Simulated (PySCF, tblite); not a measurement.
# 2-chloro-2-propen-1-ol: dynamics, then NMR shifts on frames

How do NMR shifts of 2-chloro-2-propen-1-ol (`C=C(Cl)CO`) change as the atoms move?

Computed with tblite 0.8.0 and PySCF 2.14.0, with density-fitted response routines of our own, on a single molecule in the gas phase. Atoms are numbered from 0 throughout.

### 1 The starting structure

10 atoms, charge 0, multiplicity 1; geometry from: GFN2-xTB.

Bonds of the start (Å): C0–C1 1.32, C1–Cl2 1.74, C1–C3 1.50, C3–O4 1.40, C0–H5 1.08, C0–H6 1.08, C3–H7 1.09, C3–H8 1.10, O4–H9 0.97.

### 2 Dynamics with GFN2-xTB

What the job is given:

```
{"job": {"kind": "md", "xc": "GFN2-xTB", "basis": "xTB", "temperature": 600, "steps": 2000, "every": 50, "frames": 5}, "charge": 0, "multiplicity": 1}
C      1.618219    -0.257446     0.095760
C      0.427788     0.309644     0.140766
Cl     0.190178     1.806960     0.996511
C     -0.832667    -0.208567    -0.497475
O     -1.880581    -0.375403     0.418894
H      2.481731     0.176675     0.567654
H      1.758454    -1.187290    -0.425538
H     -0.645812    -1.192118    -0.933546
H     -1.130144     0.484707    -1.302244
H     -1.978284     0.447492     0.916690
```

Level: GFN2-xTB Langevin dynamics, gas phase.

On the command line:

```bash
$ OMP_NUM_THREADS=1 python probes_run.py task.json out
```

This one command runs all jobs of the session in turn.

The log of the run:

```text
t/fs     T/K      E/eV
    0.0   508.5   -477.56035
   25.0   185.8   -476.93176
   50.0   547.7   -477.07259
   75.0   530.4   -477.20262
  100.0   648.3   -477.11959
  125.0   501.4   -476.92688
  150.0   487.1   -477.10771
  175.0   426.5   -477.07167
  200.0   457.7   -476.97614
  225.0   730.1   -477.13868
  250.0   409.1   -477.02499
  275.0   580.0   -476.98901
  300.0   405.5   -476.69137
  325.0   602.7   -476.97853
  350.0   374.8   -476.71143
  375.0   506.2   -476.82199
  400.0   675.7   -477.06530
  425.0   639.5   -477.09266
  450.0   622.7   -476.99363
  475.0   792.2   -476.83724
  500.0   720.7   -476.57351
  525.0   669.5   -476.52426
  550.0   851.1   -476.78941
  575.0   485.4   -476.85757
  600.0   549.9   -476.70445
  625.0   687.0   -477.13366
  650.0   644.5   -476.94841
  675.0   658.8   -476.95178
  700.0   489.0   -476.93134
  725.0   383.4   -477.11282
  750.0   518.1   -477.08684
  775.0   399.6   -476.98831
  800.0   435.4   -477.07955
  825.0   561.8   -477.07748
  850.0   805.7   -477.06090
  875.0   634.4   -476.88782
  900.0   689.5   -476.91082
  925.0   668.8   -476.75452
  950.0   607.0   -476.82738
  975.0   688.8   -476.78255
 1000.0   689.1   -476.76114
```

It took 11 s on 1 thread of Intel Xeon Platinum 8259CL at 2.50GHz, shared host; peak memory 0.18 GiB.

Distance from the start (root mean square after alignment): 0 fs 0.00 Å, 200 fs 0.44 Å, 400 fs 0.20 Å, 600 fs 0.34 Å, 800 fs 0.24 Å, 1000 fs 0.39 Å.

Positions (Å) and forces (eV/Å) at 1000 fs:

```xyz
10

C     0.177    0.283   -0.198   -1.185    0.157    0.778
C    -0.726    0.921    0.600    0.507   -1.287   -0.647
Cl   -0.477    2.404    1.532   -0.078   -0.624   -0.927
C    -2.094    0.176    0.835    2.174   -0.104    2.320
O    -2.775    0.495    2.072    1.204    0.871   -2.123
H     1.069    0.657   -0.660    0.189    0.553    0.537
H     0.038   -0.777   -0.500   -0.472    1.064    0.201
H    -1.672   -0.821    1.010   -1.035   -0.315   -0.646
H    -2.685    0.386   -0.025   -0.650   -0.339   -0.552
H    -2.576    1.445    2.009   -0.654    0.024    1.060
```

### 3 NMR shieldings: 250 fs, PBE0/pcSseg-1

What the job is given:

```
{"job": {"kind": "nmr", "xc": "PBE0", "basis": "pcSseg-1", "pop": false}, "charge": 0, "multiplicity": 1}
C      1.697100    -0.049500     0.451600
C      0.400500     0.362900     0.265300
Cl    -0.174600     1.715800     1.138400
C     -0.686300    -0.202700    -0.634200
O     -1.975200    -0.334500    -0.016900
H      2.350300     0.431600     1.063200
H      1.908000    -0.806300    -0.260000
H     -0.360000    -1.062500    -1.160600
H     -0.799900     0.495400    -1.399700
H     -1.961500    -0.851700     0.813300
```

Method: GIAO PBE0/pcSseg-1 NMR shielding, non-relativistic, gas phase.

The log of the run:

```text
coarse grid: 9072 points
cycle   1  E = -652.1646907689  dE =  6.157e-01  |g| = 6.350e-01  |ddm| = 2.844e+00
cycle   2  E = -652.0674104526  dE =  9.728e-02  |g| = 9.563e-01  |ddm| = 1.199e+00
cycle   3  E = -652.2406067007  dE = -1.732e-01  |g| = 1.007e-01  |ddm| = 8.050e-01
cycle   4  E = -652.2426503778  dE = -2.044e-03  |g| = 5.097e-02  |ddm| = 1.271e-01
cycle   5  E = -652.2432312709  dE = -5.809e-04  |g| = 1.424e-02  |ddm| = 4.751e-02
cycle   6  E = -652.2432744308  dE = -4.316e-05  |g| = 2.780e-03  |ddm| = 1.310e-02
cycle   7  E = -652.2432762000  dE = -1.769e-06  |g| = 9.411e-04  |ddm| = 3.602e-03
final grid: 83440 points
cycle   8  E = -652.2828629124  dE = -2.626e-05  |g| = 9.146e-03  |ddm| = 1.895e-02
cycle   9  E = -652.2828483406  dE =  1.457e-05  |g| = 1.252e-02  |ddm| = 1.677e-02
cycle  10  E = -652.2828799597  dE = -3.162e-05  |g| = 1.328e-03  |ddm| = 1.047e-02
cycle  11  E = -652.2828802659  dE = -3.062e-07  |g| = 2.942e-04  |ddm| = 1.111e-03
cycle  12  E = -652.2828802821  dE = -1.618e-08  |g| = 1.455e-04  |ddm| = 3.466e-04
cycle  13  E = -652.2828802875  dE = -5.333e-09  |g| = 3.011e-05  |ddm| = 1.401e-04
cycle  14  E = -652.2828802877  dE = -1.971e-10  |g| = 7.974e-06  |ddm| = 3.588e-05
converged SCF energy = -652.2828802877

GIAO shielding tensors (ppm)
atom      isotropic    diamagn.    paramagn.     s11        s22        s33       span
  0 C       63.743     253.409    -189.666    -61.461     97.286    155.405    216.866
  1 C       18.200     258.420    -240.221   -103.277     49.887    107.989    211.265
  2 Cl     702.942    1147.192    -444.251    462.836    708.287    937.702    474.867
  3 C      119.738     241.297    -121.558     93.852    114.579    150.784     56.932
  4 O      287.941     385.339     -97.398    249.482    290.272    324.069     74.587
  5 H       26.210      32.003      -5.793     20.635     26.031     31.964     11.329
  6 H       26.153      31.647      -5.495     20.963     25.108     32.387     11.423
  7 H       28.048      30.423      -2.375     23.790     27.956     32.399      8.609
  8 H       28.630      29.220      -0.591     25.132     27.921     32.836      7.703
  9 H       30.525      30.641      -0.116     23.458     26.955     41.163     17.705
```

It took 8.8 s on 1 thread of Intel Xeon Platinum 8259CL at 2.50GHz, shared host; peak memory 0.53 GiB.

Shifts follow as δ = σ(reference) − σ, with reference shieldings (ppm) from runs at the same level and on the same kind of geometry: ¹H TMS 31.72, ¹³C TMS 186.9, ¹⁷O H2O 336.1, ³⁵Cl HCl 950. The references are single molecules in the gas phase, so shifts against H2O, NH3, PH3, H3PO4 or CFCl3 are not on the usual liquid scales and can be off by tens of ppm. Each atom is listed at this fixed geometry, with no averaging over motion; a spectrum would average atoms that exchange fast.

```tsv
atoms	environment	σ (ppm)	δ (ppm)
C1	fully substituted alkene carbon	18.2	168.7
C0	terminal =CH2 carbon	63.7	123.2
C3	allylic sp3 CH2 bonded to O	119.7	67.2
H6	hydrogen on a terminal =CH2 carbon	26.15	5.56
H5	hydrogen on a terminal =CH2 carbon	26.21	5.51
H7	hydrogen on an allylic sp3 CH2 bonded to O	28.05	3.67
H8	hydrogen on an allylic sp3 CH2 bonded to O	28.63	3.09
H9	hydrogen on an alcohol oxygen	30.53	1.19
Cl2	chlorine bonded to C	703	247
O4	alcohol oxygen	287.9	48.1
```

### 4 Nuclear shieldings: 425 fs, PBE0/pcSseg-1

What the job is given:

```
{"job": {"kind": "nmr", "xc": "PBE0", "basis": "pcSseg-1", "pop": false}, "charge": 0, "multiplicity": 1}
C      1.655800    -0.066500     0.161600
C      0.419300     0.320100     0.271900
Cl    -0.166600     1.790500     1.058400
C     -0.837100    -0.583100    -0.125200
O     -1.714500    -0.747200     0.898700
H      2.552200     0.392500     0.475200
H      1.867800    -1.049000    -0.147900
H     -0.513600    -1.496400    -0.644100
H     -1.366200    -0.029800    -0.886400
H     -2.009300     0.137300     1.061000
```

Method: GIAO PBE0/pcSseg-1 NMR shielding, non-relativistic, gas phase.

The log of the run:

```text
coarse grid: 9072 points
cycle   1  E = -652.1657729049  dE =  6.664e-01  |g| = 6.462e-01  |ddm| = 2.840e+00
cycle   2  E = -652.0840550891  dE =  8.172e-02  |g| = 9.244e-01  |ddm| = 1.239e+00
cycle   3  E = -652.2422585074  dE = -1.582e-01  |g| = 9.639e-02  |ddm| = 8.346e-01
cycle   4  E = -652.2442380598  dE = -1.980e-03  |g| = 4.368e-02  |ddm| = 1.199e-01
cycle   5  E = -652.2446632159  dE = -4.252e-04  |g| = 1.207e-02  |ddm| = 4.173e-02
cycle   6  E = -652.2446927198  dE = -2.950e-05  |g| = 2.241e-03  |ddm| = 1.120e-02
cycle   7  E = -652.2446937107  dE = -9.909e-07  |g| = 8.873e-04  |ddm| = 2.749e-03
final grid: 83440 points
cycle   8  E = -652.2847614755  dE = -2.473e-05  |g| = 8.269e-03  |ddm| = 1.872e-02
cycle   9  E = -652.2847519927  dE =  9.483e-06  |g| = 1.062e-02  |ddm| = 1.559e-02
cycle  10  E = -652.2847754466  dE = -2.345e-05  |g| = 1.178e-03  |ddm| = 9.758e-03
cycle  11  E = -652.2847756817  dE = -2.351e-07  |g| = 2.854e-04  |ddm| = 1.068e-03
cycle  12  E = -652.2847756982  dE = -1.647e-08  |g| = 1.159e-04  |ddm| = 2.806e-04
cycle  13  E = -652.2847757015  dE = -3.329e-09  |g| = 2.036e-05  |ddm| = 1.142e-04
cycle  14  E = -652.2847757016  dE = -8.458e-11  |g| = 6.889e-06  |ddm| = 2.392e-05
converged SCF energy = -652.2847757016

GIAO shielding tensors (ppm)
atom      isotropic    diamagn.    paramagn.     s11        s22        s33       span
  0 C       75.730     251.671    -175.941    -21.700     87.964    160.927    182.627
  1 C       25.960     258.048    -232.089    -71.335     60.560     88.654    159.989
  2 Cl     732.605    1147.184    -414.580    488.434    720.629    988.751    500.317
  3 C      111.805     242.299    -130.494     90.103    112.061    133.251     43.149
  4 O      310.186     386.564     -76.378    269.797    300.330    360.431     90.634
  5 H       26.794      29.784      -2.990     24.315     24.915     31.150      6.836
  6 H       26.727      31.389      -4.662     24.277     25.199     30.704      6.427
  7 H       27.441      28.856      -1.415     23.890     27.557     30.876      6.985
  8 H       27.890      30.340      -2.450     23.687     27.088     32.894      9.207
  9 H       30.294      31.889      -1.594     18.883     30.448     41.552     22.669
```

Run time: 8.5 s. Hardware: 1 thread of Intel Xeon Platinum 8259CL at 2.50GHz, shared host; peak memory 0.54 GiB.

Key values: δ C1 161.0, C0 111.2, C3 75.1, Cl2 217, H6 4.99, H5 4.92 ppm.

### 5 NMR shieldings: 625 fs, PBE0/pcSseg-1

What the job is given:

```
{"job": {"kind": "nmr", "xc": "PBE0", "basis": "pcSseg-1", "pop": false}, "charge": 0, "multiplicity": 1}
C      1.586600    -0.548700     0.246700
C      0.430600     0.033700     0.511800
Cl     0.356900     1.530300     1.489100
C     -0.871600    -0.535200     0.163800
O     -1.639200    -1.150200     1.100600
H      2.552100    -0.165600     0.464500
H      1.600400    -1.425600    -0.292700
H     -0.755200    -1.348500    -0.548700
H     -1.336900     0.394400    -0.356600
H     -1.959300    -0.460800     1.779000
```

With the program's defaults for keys left out, this is: GIAO PBE0/pcSseg-1 NMR shielding, non-relativistic, gas phase.

The log of the run:

```text
coarse grid: 9072 points
cycle   1  E = -652.1708402559  dE =  6.582e-01  |g| = 6.288e-01  |ddm| = 2.827e+00
cycle   2  E = -652.0827764904  dE =  8.806e-02  |g| = 9.320e-01  |ddm| = 1.274e+00
cycle   3  E = -652.2455239420  dE = -1.627e-01  |g| = 9.197e-02  |ddm| = 8.593e-01
cycle   4  E = -652.2472644020  dE = -1.740e-03  |g| = 4.207e-02  |ddm| = 1.170e-01
cycle   5  E = -652.2476541368  dE = -3.897e-04  |g| = 1.398e-02  |ddm| = 4.386e-02
cycle   6  E = -652.2476952392  dE = -4.110e-05  |g| = 2.299e-03  |ddm| = 1.281e-02
cycle   7  E = -652.2476962711  dE = -1.032e-06  |g| = 9.334e-04  |ddm| = 2.865e-03
final grid: 83440 points
cycle   8  E = -652.2861101405  dE = -2.628e-05  |g| = 8.642e-03  |ddm| = 1.945e-02
cycle   9  E = -652.2860974936  dE =  1.265e-05  |g| = 1.170e-02  |ddm| = 1.587e-02
cycle  10  E = -652.2861249692  dE = -2.748e-05  |g| = 1.163e-03  |ddm| = 9.982e-03
cycle  11  E = -652.2861251941  dE = -2.249e-07  |g| = 3.065e-04  |ddm| = 1.032e-03
cycle  12  E = -652.2861252137  dE = -1.958e-08  |g| = 1.186e-04  |ddm| = 3.216e-04
cycle  13  E = -652.2861252172  dE = -3.484e-09  |g| = 2.589e-05  |ddm| = 1.202e-04
cycle  14  E = -652.2861252174  dE = -1.428e-10  |g| = 7.732e-06  |ddm| = 3.016e-05
converged SCF energy = -652.2861252174

GIAO shielding tensors (ppm)
atom      isotropic    diamagn.    paramagn.     s11        s22        s33       span
  0 C       66.666     252.205    -185.539    -35.374     83.578    151.795    187.169
  1 C       24.769     258.867    -234.098    -83.845     64.927     93.224    177.070
  2 Cl     704.549    1147.132    -442.583    460.144    646.868   1006.636    546.492
  3 C      113.282     240.880    -127.598     92.872    118.639    128.335     35.462
  4 O      279.840     385.131    -105.291    231.390    284.506    323.624     92.233
  5 H       26.567      29.959      -3.392     23.566     24.746     31.391      7.826
  6 H       26.908      32.288      -5.380     23.417     26.125     31.180      7.763
  7 H       27.127      29.732      -2.605     22.029     27.705     31.647      9.618
  8 H       26.307      27.310      -1.003     22.141     26.970     29.811      7.670
  9 H       28.769      27.851       0.918     19.641     28.474     38.193     18.552
```

Run time: 8.6 s. Hardware: 1 thread of Intel Xeon Platinum 8259CL at 2.50GHz, shared host; peak memory 0.55 GiB.

This run: δ C1 162.2, C0 120.3, C3 73.6, Cl2 245, H8 5.41, H5 5.15 ppm.

### 6 Shielding tensors: 800 fs, PBE0/pcSseg-1

What the job is given:

```
{"job": {"kind": "nmr", "xc": "PBE0", "basis": "pcSseg-1", "pop": false}, "charge": 0, "multiplicity": 1}
C      1.060200    -0.236800    -0.198900
C      0.188700     0.313900     0.680600
Cl     0.595200     1.648400     1.731400
C     -1.293800     0.090300     0.674200
O     -1.964300    -0.038600     1.929100
H      2.046900     0.121900    -0.233300
H      0.595700    -0.887100    -0.870000
H     -1.455700    -0.782700     0.068100
H     -1.719500     0.954700     0.260700
H     -1.476400    -0.271300     2.749400
```

Level: GIAO PBE0/pcSseg-1 NMR shielding, non-relativistic, gas phase.

The log of the run:

```text
coarse grid: 9072 points
cycle   1  E = -652.1657958684  dE =  6.048e-01  |g| = 6.456e-01  |ddm| = 2.823e+00
cycle   2  E = -652.0738765795  dE =  9.192e-02  |g| = 9.536e-01  |ddm| = 1.264e+00
cycle   3  E = -652.2431284100  dE = -1.693e-01  |g| = 9.639e-02  |ddm| = 8.372e-01
cycle   4  E = -652.2449664222  dE = -1.838e-03  |g| = 4.999e-02  |ddm| = 1.200e-01
cycle   5  E = -652.2455288943  dE = -5.625e-04  |g| = 1.374e-02  |ddm| = 4.640e-02
cycle   6  E = -652.2455690411  dE = -4.015e-05  |g| = 2.628e-03  |ddm| = 1.258e-02
cycle   7  E = -652.2455706039  dE = -1.563e-06  |g| = 9.566e-04  |ddm| = 3.393e-03
final grid: 83440 points
cycle   8  E = -652.2850852438  dE = -2.499e-05  |g| = 9.283e-03  |ddm| = 1.887e-02
cycle   9  E = -652.2850703866  dE =  1.486e-05  |g| = 1.266e-02  |ddm| = 1.683e-02
cycle  10  E = -652.2851027873  dE = -3.240e-05  |g| = 1.265e-03  |ddm| = 1.057e-02
cycle  11  E = -652.2851030621  dE = -2.749e-07  |g| = 2.907e-04  |ddm| = 1.073e-03
cycle  12  E = -652.2851030783  dE = -1.614e-08  |g| = 1.328e-04  |ddm| = 3.153e-04
cycle  13  E = -652.2851030827  dE = -4.423e-09  |g| = 2.788e-05  |ddm| = 1.290e-04
cycle  14  E = -652.2851030829  dE = -1.725e-10  |g| = 7.258e-06  |ddm| = 3.219e-05
converged SCF energy = -652.2851030829

GIAO shielding tensors (ppm)
atom      isotropic    diamagn.    paramagn.     s11        s22        s33       span
  0 C       64.647     254.179    -189.532    -57.941     98.220    153.661    211.602
  1 C       17.895     258.990    -241.095    -98.236     49.568    102.352    200.588
  2 Cl     705.193    1146.915    -441.722    446.745    695.203    973.630    526.886
  3 C      114.309     243.610    -129.301     90.169    112.599    140.159     49.990
  4 O      301.869     382.079     -80.210    243.346    293.182    369.080    125.734
  5 H       26.085      30.762      -4.676     21.172     25.040     32.044     10.872
  6 H       26.039      32.683      -6.644     21.197     25.602     31.319     10.122
  7 H       27.520      30.336      -2.816     22.719     28.152     31.689      8.971
  8 H       27.945      29.636      -1.692     24.161     27.663     32.009      7.849
  9 H       29.955      30.053      -0.098     22.154     27.380     40.332     18.179
```

Wall time 8.6 s (1 thread of Intel Xeon Platinum 8259CL at 2.50GHz, shared host); peak memory 0.55 GiB.

Key values: δ C1 169.0, C0 122.3, C3 72.6, Cl2 245, H6 5.68, H5 5.63 ppm.

### 7 Nuclear shieldings: 1000 fs, PBE0/pcSseg-1

What the job is given:

```
{"job": {"kind": "nmr", "xc": "PBE0", "basis": "pcSseg-1", "pop": false}, "charge": 0, "multiplicity": 1}
C      0.177000     0.283400    -0.198200
C     -0.725700     0.920700     0.600400
Cl    -0.477500     2.403800     1.532200
C     -2.093700     0.176400     0.834700
O     -2.775100     0.494700     2.072400
H      1.068800     0.656900    -0.660100
H      0.037700    -0.777500    -0.500100
H     -1.671900    -0.821200     1.009600
H     -2.684700     0.386200    -0.025500
H     -2.575700     1.445100     2.009000
```

Method: GIAO PBE0/pcSseg-1 NMR shielding, non-relativistic, gas phase.

The log of the run:

```text
coarse grid: 9072 points
cycle   1  E = -652.1444390792  dE =  4.740e-01  |g| = 6.647e-01  |ddm| = 2.791e+00
cycle   2  E = -652.0048734373  dE =  1.396e-01  |g| = 1.074e+00  |ddm| = 1.351e+00
cycle   3  E = -652.2281009095  dE = -2.232e-01  |g| = 1.064e-01  |ddm| = 9.293e-01
cycle   4  E = -652.2304014310  dE = -2.301e-03  |g| = 5.662e-02  |ddm| = 1.343e-01
cycle   5  E = -652.2311305372  dE = -7.291e-04  |g| = 1.394e-02  |ddm| = 4.963e-02
cycle   6  E = -652.2311712040  dE = -4.067e-05  |g| = 2.800e-03  |ddm| = 1.287e-02
cycle   7  E = -652.2311729454  dE = -1.741e-06  |g| = 1.001e-03  |ddm| = 3.467e-03
final grid: 83440 points
cycle   8  E = -652.2713074040  dE = -2.100e-05  |g| = 9.219e-03  |ddm| = 1.977e-02
cycle   9  E = -652.2712886823  dE =  1.872e-05  |g| = 1.333e-02  |ddm| = 1.731e-02
cycle  10  E = -652.2713248195  dE = -3.614e-05  |g| = 1.265e-03  |ddm| = 1.094e-02
cycle  11  E = -652.2713250855  dE = -2.660e-07  |g| = 3.880e-04  |ddm| = 1.082e-03
cycle  12  E = -652.2713251178  dE = -3.227e-08  |g| = 1.455e-04  |ddm| = 4.031e-04
cycle  13  E = -652.2713251232  dE = -5.408e-09  |g| = 2.691e-05  |ddm| = 1.393e-04
cycle  14  E = -652.2713251233  dE = -1.427e-10  |g| = 9.288e-06  |ddm| = 3.554e-05
converged SCF energy = -652.2713251233

GIAO shielding tensors (ppm)
atom      isotropic    diamagn.    paramagn.     s11        s22        s33       span
  0 C       66.275     255.974    -189.699    -38.312     80.417    156.721    195.032
  1 C       15.680     259.506    -243.826    -89.091     52.051     84.079    173.170
  2 Cl     725.079    1146.840    -421.761    428.422    809.475    937.340    508.918
  3 C      112.200     248.475    -136.275     81.519    109.738    145.343     63.825
  4 O      299.726     387.935     -88.209    262.274    269.561    367.343    105.069
  5 H       26.315      31.119      -4.804     23.240     24.709     30.996      7.756
  6 H       25.253      31.317      -6.064     22.964     23.935     28.861      5.897
  7 H       26.467      29.570      -3.103     21.861     27.441     30.100      8.240
  8 H       27.704      30.045      -2.341     22.480     28.393     32.238      9.758
  9 H       30.413      30.292       0.121     19.523     30.292     41.423     21.900
```

Wall time 8.6 s (1 thread of Intel Xeon Platinum 8259CL at 2.50GHz, shared host); peak memory 0.55 GiB.

Key values: δ C1 171.2, C0 120.6, C3 74.7, Cl2 225, H6 6.46, H5 5.40 ppm.

### 8 Side by side: NMR shifts

Shifts (ppm) of some atoms, chosen among heavy atoms and hydrogens apart, with basis size and wall time:

```tsv
frame	C1	C0	C3	H8	H9	Cl2	O4	functions	time
250 fs	168.7	123.2	67.2	3.09	1.19	247	48.1	117	8.8 s
425 fs	161.0	111.2	75.1	3.83	1.42	217	25.9	117	8.5 s
625 fs	162.2	120.3	73.6	5.41	2.95	245	56.2	117	8.6 s
800 fs	169.0	122.3	72.6	3.77	1.76	245	34.2	117	8.6 s
1000 fs	171.2	120.6	74.7	4.01	1.30	225	36.4	117	8.6 s
```

### 9 Outcome

| quantity | value |
| --- | --- |
| thermostat | 600 K |
| mean temperature, second half | 611 K |
| mean potential energy above the minimum | 0.67 eV |
| ¹³C shifts against TMS (PBE0/pcSseg-1, 250 fs) | 168.7, 123.2, 67.2 ppm |
| ¹H shifts against TMS (PBE0/pcSseg-1, 250 fs) | 5.56, 5.51, 3.67, 3.09, 1.19 ppm |
| ³⁵Cl shifts against HCl (PBE0/pcSseg-1, 250 fs) | 247 ppm |
| ¹⁷O shifts against H2O (PBE0/pcSseg-1, 250 fs) | 48.1 ppm |
| range of the shift of O4 | 25.9 to 56.2 ppm |

In the second half the potential energy averages 0.67 eV above the minimum; equipartition over 24 harmonic modes at 600 K would give 0.62 eV. With 10 atoms the temperature swings widely (186 to 851 K). Shifts at one fixed geometry are not the observed spectrum, which averages over the motion. In the first frame run (250 fs): The largest span, 475 ppm, is at Cl2, where the paramagnetic term is -444 ppm. Across the 5 runs the shift of O4 moves most, between 25.9 (425 fs) and 56.2 ppm (625 fs).
